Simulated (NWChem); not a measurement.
# C2H3Cl2F (SMILES CC(F)(Cl)Cl) at 5 levels

Wanted: a comparison of 5 runs (BLYP/6-31G, B3LYP/6-31G*, B3LYP/def2-TZVP, PBE/def2-TZVP, CCSD(T)/6-31G) of C2H3Cl2F. 

Program for the calculation: NWChem 7.3.0.

### Step 1. The system as given

The species is C2H3Cl2F (8 atoms), meant as a singlet with charge 0. As SMILES, `CC(F)(Cl)Cl`. The shape is that of a PBE0-D4/def2-TZVP optimisation.

Bond lengths: C1–C2 1.502 Å, C2–F3 1.348 Å, C2–Cl4 1.776 Å, C2–Cl5 1.776 Å, C1–H6 1.091 Å, C1–H7 1.091 Å, C1–H8 1.088 Å. Some angles: C1–C2–F3 110.1°, C1–C2–Cl4 111.1°, C1–C2–Cl5 111.1°, F3–C2–Cl4 107.6°, F3–C2–Cl5 107.6°, Cl4–C2–Cl5 109.3°, C2–C1–H6 108.9°, C2–C1–H7 108.9°, C2–C1–H8 110.1°, H6–C1–H7 109.8°.

### Step 2. Energy and gradient at BLYP/6-31G (run 1)

Contents of m1.nw:

```
start m1
title "C2H3Cl2F BLYP"
memory stack 880 mb heap 220 mb global 1100 mb
geometry units angstroms noautosym nocenter noautoz
 C       -0.133500      -0.505900       0.646300
 C        0.199400       0.391300      -0.511300
 F        1.523600       0.643200      -0.537400
 Cl      -0.232400      -0.372700      -2.055900
 Cl      -0.641100       1.950200      -0.373000
 H        0.163400      -0.011800       1.572000
 H        0.414900      -1.442000       0.535900
 H       -1.202100      -0.709300       0.667600
end
basis spherical bse
 C library 6-31G
 F library 6-31G
 Cl library 6-31G
 H library 6-31G
end
dft
 xc becke88 lyp
 grid xfine
 convergence energy 1e-08
 maxiter 100
 mulliken
 print medium
end
task dft gradient
```

Launch:

```
$ nwchem m1.nw > m1.out
```

Standard output:

```text
[...]
          Wavefunction type:  closed shell.
          No. of atoms     :     8
          No. of electrons :    58
[...]
          Charge           :     0
          Spin multiplicity:     1
[...]
          AO basis - number of functions:    59
[...]
              XC Information
              --------------
                    Becke 1988 Exchange Functional  1.000
              Lee-Yang-Parr Correlation Functional  1.000
[...]
 d= 0,ls=0.0,diis     1  -1097.8608145667 -1.40D+03  4.69D-02  1.59D+00     1.8
[...]
 d= 0,ls=0.0,diis    10  -1098.0720201270 -2.02D-09  3.57D-07  1.99D-10    14.2
         Total DFT energy =    -1098.072020126967
      One electron energy =    -2111.127975372538
           Coulomb energy =      791.983266843474
    Exchange-Corr. energy =      -78.932558139880
 Nuclear repulsion energy =      300.005246541976
[...]
      Total Density - Mulliken Population Analysis
     ---------------------------------------------
    Atom       Charge   Shell Charges
 -----------   ------   -------------------------------------------------------
    1 C    6     6.33   2.00  0.68  2.18  0.61  0.86
    2 C    6     6.19   2.00  0.70  1.95  0.70  0.84
    3 F    9     9.22   2.00  0.94  3.31  1.06  1.92
    4 Cl  17    16.89   2.00  2.00  5.97  1.44  3.61  0.49  1.37
    5 Cl  17    16.89   2.00  2.00  5.97  1.44  3.61  0.49  1.37
    6 H    1     0.83   0.53  0.30
    7 H    1     0.83   0.53  0.30
    8 H    1     0.83   0.53  0.30
[...]
  wavefunction    = closed shell
                         DFT ENERGY GRADIENTS
    atom               coordinates                        gradient
                 x          y          z           x          y          z
   1 C      -0.252278  -0.956012   1.221330    0.001689   0.003721  -0.004712
   2 C       0.376811   0.739450  -0.966217    0.017650   0.021282  -0.025067
   3 F       2.879187   1.215472  -1.015539   -0.058575  -0.009749  -0.000765
   4 Cl     -0.439172  -0.704301  -3.885088    0.012426   0.024891   0.046151
   5 Cl     -1.211503   3.685344  -0.704868    0.025135  -0.047298  -0.006131
   6 H       0.308781  -0.022299   2.970649   -0.001536  -0.001486  -0.006431
   7 H       0.784047  -2.724985   1.012704   -0.002868   0.006062  -0.000958
   8 H      -2.271640  -1.340383   1.261581    0.006078   0.002576  -0.002085
[...]
```

It took 18 s on 1 thread of Intel Xeon 6975P-C (Granite Rapids), shared host; peak memory 0.13 GiB.

### Step 3. Energy and forces at B3LYP/6-31G(d) (spherical functions) (run 2)

Contents of m1.nw:

```
start m1
title "C2H3Cl2F gradient"
memory 2200 mb
geometry units angstroms noautosym nocenter noautoz
C    -0.133500   -0.505900    0.646300
C     0.199400    0.391300   -0.511300
F     1.523600    0.643200   -0.537400
Cl   -0.232400   -0.372700   -2.055900
Cl   -0.641100    1.950200   -0.373000
H     0.163400   -0.011800    1.572000
H     0.414900   -1.442000    0.535900
H    -1.202100   -0.709300    0.667600
end
basis "ao basis" spherical bse
* library 6-31G*
end
dft
xc b3lyp
grid xfine
convergence energy 1e-08
iterations 100
mulliken
print medium
end
task dft gradient
```

Launch:

```
$ nwchem m1.nw > m1.out
```

Standard output:

```text
[...]
          Wavefunction type:  closed shell.
          No. of atoms     :     8
          No. of electrons :    58
[...]
          Charge           :     0
          Spin multiplicity:     1
[...]
          AO basis - number of functions:    84
[...]
              XC Information
              --------------
                         B3LYP Method XC Potential
                     Hartree-Fock (Exact) Exchange  0.200
                        Slater Exchange Functional  0.800 local
                    Becke 1988 Exchange Functional  0.720 non-local
              Lee-Yang-Parr Correlation Functional  0.810
                  VWN I RPA Correlation Functional  0.190 local
[...]
 d= 0,ls=0.0,diis     1  -1098.0676082293 -1.40D+03  2.16D-02  1.42D+00     3.1
[...]
 d= 0,ls=0.0,diis    10  -1098.2367420096 -1.69D-09  2.20D-07  6.30D-10    24.8
         Total DFT energy =    -1098.236742009641
      One electron energy =    -2111.752943985212
           Coulomb energy =      792.541825298012
    Exchange-Corr. energy =      -79.030869864416
 Nuclear repulsion energy =      300.005246541976
[...]
      Total Density - Mulliken Population Analysis
     ---------------------------------------------
    Atom       Charge   Shell Charges
 -----------   ------   -------------------------------------------------------
    1 C    6     6.46   2.00  0.68  2.15  0.63  0.97  0.03
    2 C    6     5.84   2.00  0.70  1.86  0.52  0.66  0.10
    3 F    9     9.27   2.00  0.94  3.31  1.03  1.97  0.02
    4 Cl  17    17.00   2.00  2.00  5.97  1.42  3.61  0.52  1.45  0.03
    5 Cl  17    17.00   2.00  2.00  5.97  1.42  3.61  0.52  1.45  0.03
    6 H    1     0.81   0.52  0.29
    7 H    1     0.81   0.52  0.29
    8 H    1     0.81   0.52  0.29
[...]
  wavefunction    = closed shell
                         DFT ENERGY GRADIENTS
    atom               coordinates                        gradient
                 x          y          z           x          y          z
   1 C      -0.252278  -0.956012   1.221330    0.001329   0.002829  -0.003568
   2 C       0.376811   0.739450  -0.966217   -0.002229   0.001284  -0.002295
   3 F       2.879187   1.215472  -1.015539   -0.008412  -0.001008  -0.000648
   4 Cl     -0.439172  -0.704301  -3.885088    0.002755   0.006916   0.012270
   5 Cl     -1.211503   3.685344  -0.704868    0.006229  -0.012796  -0.001997
   6 H       0.308781  -0.022299   2.970649   -0.000648  -0.000245  -0.002052
   7 H       0.784047  -2.724985   1.012704   -0.001018   0.001830  -0.000544
   8 H      -2.271640  -1.340383   1.261581    0.001995   0.001191  -0.001165
[...]
```

Wall time 31 s (1 thread of Intel Xeon 6975P-C (Granite Rapids), shared host); peak memory 0.13 GiB.

Runs 3 to 4 aren't shown in full; the table further down has their settings and results.

### Step 4. A single-point energy at CCSD(T)/6-31G (run 5)

Contents of c2h3cl2f.xyz:

```xyz
8
C2H3Cl2F ccsd(t)
C     -0.133500    -0.505900     0.646300
C      0.199400     0.391300    -0.511300
F      1.523600     0.643200    -0.537400
Cl    -0.232400    -0.372700    -2.055900
Cl    -0.641100     1.950200    -0.373000
H      0.163400    -0.011800     1.572000
H      0.414900    -1.442000     0.535900
H     -1.202100    -0.709300     0.667600
```

Contents of c2h3cl2f.nw:

```
echo
start c2h3cl2f
title "C2H3Cl2F ccsd(t)"
memory total 2200 mb

geometry noautosym nocenter noautoz
  load c2h3cl2f.xyz
end

basis spherical bse
  * library 6-31G
end

scf
  thresh 1e-08
  maxiter 80
  noprint "final vectors analysis"
end

ccsd
  freeze core 13
  maxiter 60
end

task ccsd(t) energy
```

Launch:

```
$ nwchem c2h3cl2f.nw > c2h3cl2f.out
```

Standard output:

```text
[...]
  functions       =    59
[...]
  wavefunction    = RHF
[...]
         Total SCF energy =  -1095.759166478228
      One-electron energy =  -2110.169729959889
      Two-electron energy =    714.405316939685
 Nuclear repulsion energy =    300.005246541976
        Time for solution =      5.8s
[...]
 Total MP2 energy:          -1096.149230533095761
[...]
             energy      energy      error      ampl     ampl      Block
                                                time     time      time
[...]
 Total CCSD energy:          -1096.178968629051951
[...]
 Total CCSD+T(CCSD) energy:          -1096.189946662412694
[...]
 Total CCSD(T) energy:               -1096.188797229776810
[...]
```

Run time: 37 s. Hardware: 1 thread of Intel Xeon 6975P-C (Granite Rapids), shared host; peak memory 0.16 GiB.

### Step 5. The series

```csv
run,level,integration grid,task,energy (Eh),dipole moment (D),HOMO energy (eV),LUMO energy (eV),wall time
1,BLYP/6-31G,xfine,gradient,-1098.072020,2.23,-7.23,-1.01,18 s
2,B3LYP/6-31G* (spherical functions),xfine,gradient,-1098.236742,2.03,-8.47,-0.31,31 s
3,B3LYP/def2-TZVP,fine,gradient,-1098.391581,1.97,-8.59,-0.47,94 s
4,PBE/def2-TZVP,fine,gradient,-1097.792098,1.91,-7.40,-1.29,1.7 min
5,CCSD(T)/6-31G,–,energy,-1096.188797,–,–,–,37 s
```

### Step 6. Outcome

```
                                           quantity           value
                                run 5: total energy  -1096.18880 Eh
run 5: correlation energy (13 core orbitals frozen)      -429.6 mEh
                              run 5: (T) correction       -9.83 mEh
```

What this shows: Over runs 1, 2, 3, 4 the dipole moment (its size) runs from 1.91 D (PBE/def2-TZVP) to 2.23 D (BLYP/6-31G). The two ends differ in method and basis. Over runs 1, 2, 3, 4 the HOMO–LUMO gap runs from 6.11 eV (PBE/def2-TZVP) to 8.16 eV (B3LYP/6-31G*). Totals of different functionals can't be ranked against each other. All runs together took 4.7 min, the longest 1.7 min.
